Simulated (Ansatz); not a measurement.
A structure relaxed at PBE0-D4/def2-TZVP, charge 0, multiplicity 1:

```
atom   x (Å)   y (Å)   z (Å)
  N1  -1.039  -0.022  -0.239
 Si2   0.657  -0.027   0.045
  H3  -1.521   0.854  -0.360
  H4  -1.626  -0.687   0.239
  H5   1.293   0.845  -0.976
  H6   1.098   0.464   1.385
  H7   1.139  -1.426  -0.093
```

Q: Give its formula and SMILES.

A: H5NSi, `N[SiH3]`.

Q: Point group (tolerance 0.08 Å, 0.16 Å for H)?

A: Cs.

Q: Summarise the bond lengths by kind.

A: 1 × N–Si 1.720 Å; 2 × H–N 1.007 Å; 3 × H–Si 1.486 to 1.494 Å.

Program: Ansatz 0.2.0.
